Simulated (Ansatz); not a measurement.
Ansatz (an electronic-structure program) input (PBE/def2-TZVPD):

Ansatz 0.2 input:
```yaml
crystal:
  periodic: [false, false, false]
  atoms:
    - {symbol: N, position_ang: [0.00456047, 0.00186225, 0.14178543]}
    - {symbol: H, position_ang: [-0.02755881, 0.79955398, -0.50646319]}
    - {symbol: H, position_ang: [-0.00436445, -0.81258975, -0.48603483]}
basis:
  gaussian:
    orbitals: def2-TZVPD
hamiltonian:
  xc: {name: PBE}
magnetization: {spin_polarized: true, initial_magnetization: 1}
output: {forces: true}
```

End of the output:

```
integrals: 0.00 GiB planned
281 factors; their error is unknown
mean field: 0.10 GiB planned
mean field evaluation 1: about -1515.5724 eV, gradient 3.0e1 eV
mean field evaluation 2: about -1507.5132 eV, gradient 4.9e1 eV
mean field evaluation 4: about -1519.2450 eV, gradient 5.3e-1 eV
mean field evaluation 8: about -1519.2370 eV, gradient 3.1e-3 eV
mean field -1519.23701623 eV, -55.8309305704 hartree, gradient 9.4e-6 eV, S^2 0.752944; 0 other end points of the search recorded, 0 dependent functions left out
the calculation of the forces begins
reference -1519.23704403 eV, -55.8309315922 hartree; 5, 4 occupied and 50, 51 virtual orbitals, 281 factors
Total energy: -1519.23704403 eV, -55.8309315922 hartree
Atom 0 at     0.004560     0.001862     0.141785 Å, force     0.015593     0.006367     0.484776 eV/Å
Atom 1 at    -0.027559     0.799554    -0.506463 Å, force    -0.011403     0.247513    -0.245565 eV/Å
Atom 2 at    -0.004364    -0.812590    -0.486035 Å, force    -0.004189    -0.253880    -0.239211 eV/Å
Dipole moment:    -0.011465    -0.004682    -0.356449 e Å
```
